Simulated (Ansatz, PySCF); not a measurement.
This Ansatz (a first-principles code) input computes a CCSD(T)/cc-pVDZ energy:

Ansatz 0.2 input:
```yaml
crystal:
  periodic: [false, false, false]
  atoms:
    - {symbol: C, position_ang: [-0.00000000, -0.00000000, -0.59839493]}
    - {symbol: C, position_ang: [0.00000000, 0.00000000, 0.59839493]}
    - {symbol: H, position_ang: [0.00000000, 0.00000000, 1.66106699]}
    - {symbol: H, position_ang: [-0.00000000, -0.00000000, -1.66106699]}
basis:
  gaussian:
    orbitals: cc-pVDZ
magnetization: {spin_polarized: false}
correlation: {method: ccsd_t, electrons: outside_noble_gas}
```

**Question.** Write an input for the same energy in PySCF and say what it gives.

**Answer.** 
```python
from pyscf import gto, scf, mp, cc as ccmod

mol = gto.M(
    atom='''
    C    -0.00000000   -0.00000000   -0.59839493
    C     0.00000000    0.00000000    0.59839493
    H     0.00000000    0.00000000    1.66106699
    H    -0.00000000   -0.00000000   -1.66106699
    ''',
    basis='cc-pvdz',
    charge=0,
    spin=0,
    verbose=4,
)

mf = scf.RHF(mol)
mf.conv_tol = 1e-10
mf.max_cycle = 100
mf.kernel()
mp2 = mp.MP2(mf, frozen=2).run()
cc = ccmod.CCSD(mf, frozen=2)
cc.max_cycle = 100
cc.kernel()
et = cc.ccsd_t()
print(f'E(CCSD(T)) = {cc.e_tot + et:.9f}')
```
It gives -77.10851 Eh, and Ansatz -77.10851 Eh, a difference of 0.00 mEh.
